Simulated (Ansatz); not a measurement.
# AlClH3N: vertical ionisation energy

An exercise on one series of results from a longer session: the logs are not shown, and one member is left open.

The runs use Ansatz 0.2.0, Gaussian basis; unrestricted cation, the program's frozen cores in correlated methods.

The runs, in order: UKS PBE-D4/def2-TZVPP; UKS r2SCAN-D4/def2-TZVPP; UKS PBE0-D4/def2-TZVPP; UKS B3LYP-D4/def2-TZVPP; UKS wB97X-V/def2-TZVPP; UKS wB97M-V/def2-TZVPP; UKS B2PLYP/def2-TZVPP; UHF-CCSD(T)/def2-TZVPP; UHF-MP2/def2-QZVPP; extrapolation to the limit; then −ε(HOMO) from the neutral's earlier runs with LDA (SPW92), PBE-D4, revPBE-D4, BLYP-D4, r2SCAN-D4, B97M-V, PBE0-D4, B3LYP-D4, r2SCANh-D4, r2SCAN0-D4, HSE06-D4, BHLYP-D4, CAM-B3LYP-D4, LC-ωPBE, ωB97X-V, ωB97M-V.

## Structure used throughout

All runs share one geometry, relaxed beforehand with PBE0-D4 in a triple-zeta def2 set.

SMILES `[NH2][AlH][Cl]`, 6 atoms, charge 0, spin multiplicity 1.

Atoms are counted from 1 here; the program's logs count them from 0.

Bond lengths: N1–Al2 1.756 Å, N1–H4 1.007 Å, N1–H5 1.007 Å, Al2–Cl3 2.098 Å, Al2–H6 1.570 Å. Angles: Al2–N1–H4 124.3°, Al2–N1–H5 125.0°, H4–N1–H5 110.7°, N1–Al2–Cl3 117.5°, N1–Al2–H6 121.8°, Cl3–Al2–H6 120.6°.

Geometry (Å):

```
N    -0.6311    0.2509   -0.7188
Al    0.4776   -0.0738    0.6036
Cl    1.4135   -1.9515    0.6456
H    -1.1343    1.1150   -0.8388
H    -0.8526   -0.3951   -1.4589
H     0.7690    0.9904    1.7210
```

The first run:

Input file in.yaml:

```yaml
crystal:
  periodic: [false, false, false]
  atoms:
    - {symbol: N, position_ang: [-0.631142, 0.250917, -0.718797]}
    - {symbol: Al, position_ang: [0.477642, -0.073806, 0.603565]}
    - {symbol: Cl, position_ang: [1.413475, -1.951548, 0.645578]}
    - {symbol: H, position_ang: [-1.134283, 1.114995, -0.838756]}
    - {symbol: H, position_ang: [-0.852551, -0.395054, -1.458851]}
    - {symbol: H, position_ang: [0.768959, 0.990395, 1.720961]}
basis:
  gaussian: {orbitals: def2-TZVPP}
total_charge: 1
magnetization: {spin_polarized: true, initial_magnetization: 1}
hamiltonian: {xc: pbe, dispersion: d4}
```

Steps of the session up to this table: Cation, UKS PBE-D4/def2-TZVPP; Cation, UKS r2SCAN-D4/def2-TZVPP; Cation, UKS PBE0-D4/def2-TZVPP; Cation, UKS B3LYP-D4/def2-TZVPP; Cation, UKS wB97X-V/def2-TZVPP; Cation, UKS wB97M-V/def2-TZVPP; Cation, UKS B2PLYP (frozen core)/def2-TZVPP; Cation, UHF-CCSD(T)/def2-TZVPP; Cation, UHF-MP2/def2-QZVPP.

One of the session's tables, all rows but one given; the rest of the session is left out.

Orbital estimates, from the neutral's runs:

```
  functional  −ε(HOMO) (eV)
 LDA (SPW92)           6.61
      PBE-D4           6.42
   revPBE-D4           6.35
     BLYP-D4           6.28
   r2SCAN-D4           6.71
      B97M-V           6.76
     PBE0-D4           7.81
    B3LYP-D4           7.55
  r2SCANh-D4           7.23
  r2SCAN0-D4           8.02
    HSE06-D4           7.40
    BHLYP-D4              ?
CAM-B3LYP-D4           9.26
     LC-ωPBE          10.73
     ωB97X-V          10.31
     ωB97M-V          10.20
```

**Question.** Estimate the row for BHLYP-D4.

Worked estimate for «−ε(HOMO) (eV)». Against the share of exact exchange, BLYP-D4 (0, 6.28), B3LYP-D4 (0.2, 7.55) give a slope of 6.35 per unit share; at 0.5 the line stands at 9.45.

**Answer.** −ε(HOMO) (eV): 9.10. In «−ε(HOMO) (eV)» the line misses by +0.35.
